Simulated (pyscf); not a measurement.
Optimised with ωB97X-D3(BJ)/def2-SVP in PySCF.

**Question.** Estimate by transition-state theory the rate constant of H₂Si=S + H atom (H•) → [HSi=S]• + hydrogen (H₂) (doublet surface; H–Si broken, H–H formed) at 298 K, with ωB97M-D3(BJ)/def2-TZVP energies (ideal gas, 1 atm, RRHO with modes under 100 cm⁻¹ raised to 100, one conformer, R ln 2 for chiral ones without a mode under 150 cm⁻¹; no tunnelling).

**Answer.** The electronic barrier is 3.8 kcal/mol and the thermal terms add +4.5, so ΔG‡ = 8.3 kcal/mol. With k_BT/h = 6.21e+12 s⁻¹ and RT = 0.592 kcal/mol, and a volume of 4.06e-20 cm³ per molecule at 1 atm, k = 2.1e-13 cm³ molecule⁻¹ s⁻¹. Wigner's tunnelling factor for 889i cm⁻¹ would be 1.77, likely too low at so high a frequency. A shift of 1 kcal/mol in the barrier changes k by a factor 5.4. One saddle was located; it need not be the lowest between these sides. The angle at the transferred H is 178°.
